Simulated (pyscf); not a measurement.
Structures and frequencies: ωB97X-D3(BJ)/def2-SVP in PySCF.

Task: ethane (H₃C–CH₃) + silane (SiH₄) -> H₃C–CH₂–SiH₃ + hydrogen (H₂)
Surface: singlet. Broken: C–H, H–Si. Formed: C–Si, H–H. Give ΔE‡ and ΔE from ωB97M-D3(BJ)/def2-TZVP, relative to the separated reactants.

Result: ΔE‡ = 78.5 kcal/mol, ΔE = +7.8 kcal/mol. Zero-point energy shifts the barrier by -1.0 kcal/mol. It is a four-centre exchange, with an imaginary mode of 1696i cm⁻¹. At the saddle there is also a short H–Si contact that neither side keeps. H₃C–CH₂–SiH₃ lies 12.8 kcal/mol over its isomer H₃C–SiH₂–CH₃ (electronic energy, ωB97M-D3(BJ)/def2-TZVP). One saddle was located; it need not be the lowest between these sides.
